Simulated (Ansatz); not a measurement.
`[Al][Cl]` → Al• + Cl•  (atomization)

Computed with Ansatz on PBE0-D4/def2-TZVP structures; ΔE is electronic, products minus reactants. CCSD(T)/CBS is extrapolated from def2-TZVPP and def2-QZVPP, frozen cores. DFT in def2-TZVPP. B3LYP here is the variant with VWN-RPA as its local correlation; programs differ in this. Open shells (•) are unrestricted, without spin–orbit coupling. Spin–orbit coupling would lower the free atoms: a little for Al, Cl.

Problem. What is ΔE at CCSD(T)/CBS? (An estimate is asked.)

Solution. The calculation gave: +512.4 kJ/mol.

Problem. What do these levels give: B97M-V, B3LYP-D4, r2SCANh-D4, BLYP, CAM-B3LYP, HF/def2-SVP, MP2/def2-SVP, CCSD/def2-SVP, SCS-MP2/def2-TZVPP, CCSD(T)/def2-TZVPP, MP2/cc-pV(D+d)Z, MP2/cc-pV(T+d)Z? (An estimate is asked.)

Solution. The calculation gave: B97M-V 526.4, B3LYP-D4 498.2, r2SCANh-D4 500.7, BLYP 490.0, CAM-B3LYP 493.7, HF/def2-SVP 385.4, MP2/def2-SVP 482.6, CCSD/def2-SVP 462.5, SCS-MP2/def2-TZVPP 498.4, CCSD(T)/def2-TZVPP 490.7, MP2/cc-pV(D+d)Z 477.2, MP2/cc-pV(T+d)Z 510.7 kJ/mol.

Problem. What do rigid-rotor, harmonic-oscillator terms from PBE0-D4/def2-TZVP frequencies (298.15 K, 1 bar) make of the CCSD(T)/CBS value? (Estimate.)

Solution. The calculation gave: ΔZPE = -2.8 kJ/mol, ΔH = +512.6 kJ/mol, ΔS = 105 J/(mol·K), ΔG = +481.3 kJ/mol. Open shells count their whole term as degenerate.

Largest T1 diagnostic among the species: 0.018.

From r2SCAN to r2SCAN0 (25 % exact exchange), in def2-TZVPP and without D4, ΔE moves by −10.7 kJ/mol: exact exchange takes away binding that semilocal exchange gives to molecules. Leaving LDA and LC-ωPBE aside and taking each functional with its dispersion term where it has one, the values, not all of them listed here, spread over 40.1 kJ/mol, from BHLYP-D4 to B97M-V. LDA lies +58.6 kJ/mol from PBE without D4, its usual overbinding. In def2-TZVPP, CCSD(T) changes the Hartree–Fock value by +103.7 kJ/mol (the triples alone add +11.2 kJ/mol) and MP2 by +125.1 kJ/mol; breaking electron pairs costs correlation energy, which Hartree–Fock lacks.
